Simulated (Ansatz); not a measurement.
Ideal-gas functions of C4H3F, SMILES `C#C/C=C/F` at 500 K and 1 bar, from an Ansatz frequency run at PBE0-D4/def2-TZVP.

Molar mass 70.07 g/mol, point group Cs (symmetry number 1), electronic degeneracy 1, moments of inertia 10.191, 220.569, 230.761 u Å². Harmonic wavenumbers (cm⁻¹, unscaled): 172, 195, 438, 495, 545, 639, 702, 862, 939, 1055, 1191, 1274, 1332, 1724, 2230, 3185, 3224, 3483.

Use S(trans) = R[1.5 ln M + 2.5 ln T − 1.1517]; rotational temperatures θ = 24.2544 K / I; S(rot) = R[ln(√π/σ · √(T³/θAθBθC)) + 1.5]; for each mode x = 1.438777 ν̃/T, S = R[x/(eˣ − 1) − ln(1 − e⁻ˣ)] and H = RT x/(eˣ − 1); 1 cm⁻¹ = 0.0119627 kJ/mol; R = 8.31446 J/(mol·K).

**Question.** By hand: the entropy, in J/(mol·K).

**Answer.** Translation 172.6. Rotation: θ = 2.38, 0.11, 0.1051 K, giving 109.7. Vibration, mode by mode: 14.25, 13.23, 6.92, 6.04, 5.38, 4.33, 3.75, 2.61, 2.19, 1.68, 1.23, 1.02, 0.89, 0.35, 0.10, 0.01, 0.01, 0.00, in all 64.0. Electronic 0.0. Sum 346.3 J/(mol·K).

**Question.** By hand: H − E and G − E in kJ/mol, counted from the electronic energy.

**Answer.** Zero-point energy ½ × 23685 × 0.0119627 = 141.7; thermal vibration 18.5; translation, rotation and pV give 4 RT = 16.6. H − E = 176.8 kJ/mol, and G − E = 176.8 − 500 × 346.3/1000 = 3.6 kJ/mol.

Vibration gives 18 % of the entropy.
